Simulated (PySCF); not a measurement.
Species: C3H6OS.
SMILES: `COC(C)=S`

Level of theory: EOM-IP-CCSD/aug-cc-pVDZ in PySCF, restricted Hartree–Fock reference, 9 core orbitals frozen, non-relativistic, gas phase, PBE0-D3(BJ)/def2-SVP geometry.

Hartree–Fock orbital energies give these Koopmans values (eV): HOMO 9.29, HOMO-1 9.99, HOMO-2 13.34, HOMO-3 13.78, HOMO-4 15.17, HOMO-5 15.30, HOMO-6 16.01, HOMO-7 17.45.

Question: What vertical ionisation energies does EOM-IP-CCSD give?

Answer: 
| leading hole (HF orbital) | Koopmans (eV) | EOM-IP-CCSD (eV) | change (eV) | one-hole share |
| --- | --- | --- | --- | --- |
| HOMO | 9.29 | 8.68 | -0.61 | 0.95 |
| HOMO-1 | 9.99 | 9.62 | -0.37 | 0.95 |
| HOMO-2 | 13.34 | 11.95 | -1.39 | 0.95 |
| HOMO-3 | 13.78 | 12.41 | -1.37 | 0.94 |
| HOMO-4 | 15.17 | 13.89 | -1.28 | 0.95 |
| HOMO-5 | 15.30 | 14.09 | -1.21 | 0.95 |
| HOMO-6 | 16.01 | 14.96 | -1.05 | 0.95 |
| HOMO-7 | 17.45 | 15.67 | -1.78 | 0.92 |

Question: Does the order of the lines follow the orbital energies?

Answer: Yes, no two lines change places. The corrections run from -1.78 to -0.37 eV, with a mean of -1.13 eV over the 8 lines; no line lies above its Koopmans value.

Question: At what kinetic energies would He I light (21.22 eV) eject these electrons?

Answer: 12.54 eV (HOMO), 11.60 eV (HOMO-1), 9.27 eV (HOMO-2), 8.81 eV (HOMO-3), 7.33 eV (HOMO-4), 7.13 eV (HOMO-5), 6.26 eV (HOMO-6), 5.55 eV (HOMO-7).

Question: What total energy has the lowest final state, and which wavelength reaches it?

Answer: E(CCSD) + ionisation energy = -590.32102 + 0.31891 = -590.00211 Eh, at the geometry of the initial state. The threshold wavelength is 1239.84 eV nm/8.68 eV = 142.8 nm.

One root was sought for each valence orbital with −ε under 21 eV, eight at most, so deeper holes and satellites are missing; no vibrational structure.

The values belong to the conformer `[CH3:1][O:2][C:3]([CH3:4])=[S:5]`: C1–O2–C3–C4 -178°.
